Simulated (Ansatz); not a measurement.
Na3Sb (P6₃/mmc, No. 194), treated with PBE0 (Ansatz, an electronic-structure program, PAW).

Run with plane-wave cutoff 500 eV, 6×6×4 k mesh (along the axes of the cell as run), gaussian smearing 0.02 eV, scalar-relativistic PAW data made under PBE.

Cell (relaxed with PBEsol):

```cif
data_Na6Sb2
_chemical_formula_sum 'Sb2 Na6'
_space_group_name_H-M_alt 'P63/mmc'
_space_group_IT_number 194
_space_group_name_Hall '-P 6c 2c'
_cell_length_a 5.31242
_cell_length_b 5.31242
_cell_length_c 9.45430
_cell_angle_alpha 90.000
_cell_angle_beta 90.000
_cell_angle_gamma 120.000
loop_
_atom_site_label
_atom_site_type_symbol
_atom_site_symmetry_multiplicity
_atom_site_Wyckoff_symbol
_atom_site_fract_x
_atom_site_fract_y
_atom_site_fract_z
_atom_site_occupancy
Sb1 Sb 2 c 0.33333 0.66667 0.25000 1
Na1 Na 2 b 0.00000 0.00000 0.25000 1
Na2 Na 4 f 0.66667 0.33333 0.08242 1
```

### Question
What does this level give for the band gap?

### Answer

- band gap: 1.56 eV (on the SCF k mesh)

Measured, for comparison: band gap 1.1 eV (temperature not stated, not corrected to a static lattice, compiled measured gap; kind and temperature not stated; as tabulated in Kothakonda et al. (2022), arXiv:2208.02841).

Note: cell and atoms aren't relaxed at this level (pressure 0.2 GPa).

Spin–orbit coupling is not included; with these elements it can move the gap by several tenths of an eV or more.

The computed numbers hold no vibrational or temperature effects.
